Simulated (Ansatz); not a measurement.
Basis-set extrapolation for `C1CNCCN1` (PBE0-D4/def2-TZVP geometry, frozen core, the Gaussian-basis code of Ansatz). Multiplicity 1, RHF reference.

```json
{"": "HF", "def2-TZVPP": "-266.263768", "def2-QZVPP": "-266.276390"}
{"": "MP2 correlation", "def2-TZVPP": "-1.106937", "def2-QZVPP": "-1.179492"}
{"": "CCSD(T) correlation", "def2-TZVPP": "-1.203125", "def2-QZVPP": "not run"}
```

Energies in hartree. Use E(X) = E(∞) + A·exp(−7.88·√X) for Hartree–Fock and E(X) = E(∞) + B·X^(−2.97) for correlation, with X = 3 and 4, and add CCSD(T) minus MP2 of the smaller set to the MP2 limit.

Task: What is the CCSD(T) energy at the basis-set limit?

Result: HF limit: -266.276390 + (-0.012622) × 0.13774 = -266.27813. MP2 limit: -1.179492 + (-0.072555) × 0.74074 = -1.23324. Higher-order term: -1.203125 − (-1.106937) = -0.09619. Total: -267.60756 hartree, 88.3 kcal/mol below CCSD(T)/def2-TZVPP.
